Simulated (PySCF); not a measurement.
An unknown shows these calculated signals:

1H NMR (400 MHz, computed): δ 2.23 (q, J = 8.3 Hz, 2H), 1.32 (t, J = 8.3 Hz, 3H).

13C{1H} NMR (computed): δ 124.7 (C), 14.0 (CH3), 11.8 (CH2).

- spin–spin couplings from B3LYP/pcJ-1
- GFN2-xTB geometry
- shieldings: GIAO PBE0/pcSseg-1
- run in PySCF 2.14
- in vacuum, single conformer, averaged over atoms made equivalent by symmetry, fast rotation or ring inversion, no relativistic terms

Scale: 1H (σref 31.72) and 13C (σref 186.93) vs TMS (reference shieldings calculated alike).

**Question.** Which of these does the molecule contain: a non-aromatic C=C double bond, a CH3CH2 unit, a nitrile, a (CH3)2CH unit, a carboxylic acid?

**Answer.** 
- A non-aromatic C=C double bond: no.
- A CH3CH2 unit: yes (δC 14.0, 11.8; δH 1.32 (t), 2.23 (q)).
- A nitrile: yes (δC 124.7).
- A (CH3)2CH unit: no.
- A carboxylic acid: no.

The data belong to `CCC#N`, C$_{3}$H$_{5}$N; they needn't prove each group on their own.

Carbon signals by region: 1 in the sp2 and nitrile region (100–160 ppm), 2 below 50 ppm.

Multiplet labels drop couplings under 1 Hz and merge nearly equal ones. Unscaled 3J(H,H) at this level run about 10 % above measured values. Shifts are as computed. Against solution values, carbons near 30 ppm lie about +3 ppm off and those near 130 ppm about +5 ppm. Of 1211 compounds with measured shifts, 218 miss one by over three times the rms of a fit or turn the order of signals round; such compounds aren't used in these exercises.
